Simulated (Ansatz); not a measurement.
Reaction (SMILES): [PH2] (PH2) → PH2+ (singlet, bonded as [PH2]) + e-
B3LYP-D3(BJ)/def2-TZVP geometries, fixed; electronic energies without zero-point terms.

How fast the adiabatic ionisation energy converges with the basis for several methods (Ansatz, a quantum-chemistry and plane-wave program): deviation from each method's own reference, in eV. References: B2PLYP 9.826 eV, the value in aug-cc-pV(5+d)Z; CCSD(T) 9.822 eV, Hartree-Fock in aug-cc-pV(Q+d)Z plus the correlation part extrapolated as X^-3 from aug-cc-pV(T+d)Z and aug-cc-pV(Q+d)Z; HF 9.321 eV, the value in pcseg-4; MP2 9.831 eV, Hartree-Fock in aug-cc-pV(Q+d)Z plus the correlation part extrapolated as X^-3 from aug-cc-pV(T+d)Z and aug-cc-pV(Q+d)Z; PBE 9.966 eV, the value in aug-cc-pV(5+d)Z; PBE0 10.005 eV, the value in aug-cc-pV(5+d)Z. Cartesian d functions, on some or all atoms, in 6-31G*, 6-311G**; all else is spherical. In correlated methods cores are frozen. A restricted Hartree-Fock determinant is unstable towards unrestricted orbitals. Open shells are unrestricted. No added dispersion term, no relativity. A restricted B2PLYP determinant is unstable towards unrestricted orbitals. 

```json
[
 {"basis": "pcseg-0", "functions": "17", "B2PLYP": "0.124", "CCSD(T)": "-0.277", "HF": "0.353", "MP2": "-0.173", "PBE": "0.237", "PBE0": "0.290"},
 {"basis": "3-21G", "functions": "17", "B2PLYP": "0.027", "CCSD(T)": "-0.354", "HF": "0.255", "MP2": "-0.260", "PBE": "0.132", "PBE0": "0.183"},
 {"basis": "6-31G*", "functions": "23", "B2PLYP": "-0.118", "CCSD(T)": "-0.411", "HF": "0.029", "MP2": "-0.334", "PBE": "-0.024", "PBE0": "0.000"},
 {"basis": "pcseg-1", "functions": "28", "B2PLYP": "-0.073", "CCSD(T)": "-0.347", "HF": "0.014", "MP2": "-0.265", "PBE": "0.015", "PBE0": "0.018"},
 {"basis": "cc-pV(D+d)Z", "functions": "33", "B2PLYP": "-0.104", "CCSD(T)": "-0.304", "HF": "-0.010", "MP2": "-0.234", "PBE": "-0.052", "PBE0": "-0.029"},
 {"basis": "6-311G**", "functions": "39", "B2PLYP": "-0.100", "CCSD(T)": "-0.367", "HF": "-0.018", "MP2": "-0.290", "PBE": "-0.007", "PBE0": "-0.010"},
 {"basis": "cc-pV(T+d)Z", "functions": "67", "B2PLYP": "-0.026", "CCSD(T)": "-0.091", "HF": "0.004", "MP2": "-0.077", "PBE": "-0.007", "PBE0": "-0.002"},
 {"basis": "def2-TZVPP", "functions": "70", "B2PLYP": "-0.028", "CCSD(T)": "-0.093", "HF": "0.001", "MP2": "-0.079", "PBE": "-0.011", "PBE0": "-0.007"},
 {"basis": "6-311++G(3df,3pd)", "functions": "83", "B2PLYP": "-0.025", "CCSD(T)": "-0.091", "HF": "0.000", "MP2": "-0.079", "PBE": "0.000", "PBE0": "-0.001"},
 {"basis": "aug-pcseg-2", "functions": "96", "B2PLYP": "-0.027", "CCSD(T)": "-0.112", "HF": "0.000", "MP2": "-0.092", "PBE": "0.002", "PBE0": "0.002"},
 {"basis": "def2-QZVPP", "functions": "130", "B2PLYP": "-0.009", "CCSD(T)": "-0.034", "HF": "0.006", "MP2": "-0.033", "PBE": "-0.003", "PBE0": "-0.002"},
 {"basis": "aug-pcseg-3", "functions": "187", "B2PLYP": "-0.011", "CCSD(T)": "-0.043", "HF": "0.000", "MP2": "-0.041", "PBE": "-0.002", "PBE0": "-0.003"}
]
```

Mean absolute deviation over 6-311G**, cc-pV(T+d)Z, def2-TZVPP, 6-311++G(3df,3pd), aug-pcseg-2: PBE0 0.004, HF 0.005, PBE 0.006, B2PLYP 0.041, MP2 0.124, CCSD(T) 0.151 eV.
